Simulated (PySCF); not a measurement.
Gas-phase reaction: 2 C6H6 + 6 H2O = 3 CH3OCH3 + 3 CH2CO (ketene)

Energies from PySCF (xtb for GFN2), thermal terms from the rigid-rotor harmonic-oscillator model, ideal gas at 1 bar. 'Table' is the NASA 1993 thermochemical table (part measured, part estimated). † marks an energy on the PBE0/def2-TZVP geometry and frequencies; other levels use their own. MP2 freezes the core. 6-31G* has spherical d functions here. All species are closed-shell singlets. B3LYP is the form with VWN-RPA correlation. MP2 isn't extrapolated to the basis-set limit; its ΔH°(298 K) is 489.6 kJ in def2-SVP and 626.2 kJ in def2-TZVPP. The harmonic model lacks anharmonicity and excited electronic states, which grow with temperature; levels with a mode under 35 cm⁻¹ are left out. Internal rotation in CH3OCH3 is treated as a harmonic vibration of one conformer, which makes the entropy rough. The table's entry may be an old estimate for CH2CO (ketene) (not checked at source).

| level | ΔH°(298 K), kJ | minus table | ΔG°(800 K), kJ |
|---|---|---|---|
| table | 589.8 | - | 708.0 |
| B3LYP/6-31G* | 207.8 | -382.0 | 335.9 |
| BLYP/def2-TZVP† | 391.6 | -198.2 | 517.6 |
| GFN2-xTB | 176.7 | -413.1 | 301.0 |
| HF/6-31G* | 266.4 | -323.4 | 395.8 |
| HF/def2-TZVP† | 419.2 | -170.6 | 545.3 |
| MP2/def2-SVP† | 489.6 | -100.2 | 615.7 |
| PBE/def2-SVP | 308.3 | -281.5 | 433.6 |
| PBE0/def2-TZVP | 474.2 | -115.6 | 600.2 |
| r2SCAN/def2-TZVP† | 449.4 | -140.4 | 575.4 |
| ωB97X-V/def2-TZVP† | 431.3 | -158.5 | 557.4 |
